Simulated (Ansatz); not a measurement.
Write a Python script for the Ansatz DFT code, driven from Python that makes a comparison of dispersion corrections of C4H8O, SMILES C=CCCO. Use (for the species named): B3LYP, def2-SVP basis, multiplicity 1, D3BJ dispersion.

Script `run_disp.py`:
```python
"""Size of D3 and D4 in C4H8O."""

import ansatz as az
from rdkit import Chem
from rdkit.Chem import AllChem

# a force-field geometry from the SMILES
rd = Chem.AddHs(Chem.MolFromSmiles("C=CCCO"))
AllChem.EmbedMolecule(rd, randomSeed=739)
AllChem.UFFOptimizeMolecule(rd)
c4h8o = az.Crystal.molecule()
for atom, xyz in zip(rd.GetAtoms(), rd.GetConformer().GetPositions()):
    c4h8o = c4h8o.atom(atom.GetSymbol(), xyz.round(5).tolist())

job = c4h8o.calculation().basis(gaussian="def2-SVP")
for name in ["b3lyp", "pbe0"]:
    for correction in ("d3bj", "d4"):
        r = job.functional(name, dispersion=correction).run(threads=1).report
        print(f"{name:8s} {correction:5s} total {r['free_energy_ev']:.5f} eV, of which dispersion {1000 * r['dispersion']['energy']['ev']:.2f} meV")
```

`python run_disp.py` gives:
```text
b3lyp    d3bj  total -6320.36843 eV, of which dispersion -406.66 meV
b3lyp    d4    total -6320.31106 eV, of which dispersion -349.29 meV
pbe0     d3bj  total -6312.66526 eV, of which dispersion -205.67 meV
pbe0     d4    total -6312.64361 eV, of which dispersion -184.02 meV
```

Notes:
- Total energies depend on the basis set; only differences at equal settings carry meaning.
- The geometry is a force-field or estimated start, not a minimum of this method, and the basis set is short of its limit. D4 holds the three-body term, and d3bj doesn't.
- b3lyp holds the VWN-RPA fit, as in Gaussian; the form of ORCA and Turbomole is b3lyp5.
- Run time: 11 s on 1 thread of Arm Neoverse V2, with other jobs on the host, peak memory 0.31 GiB.
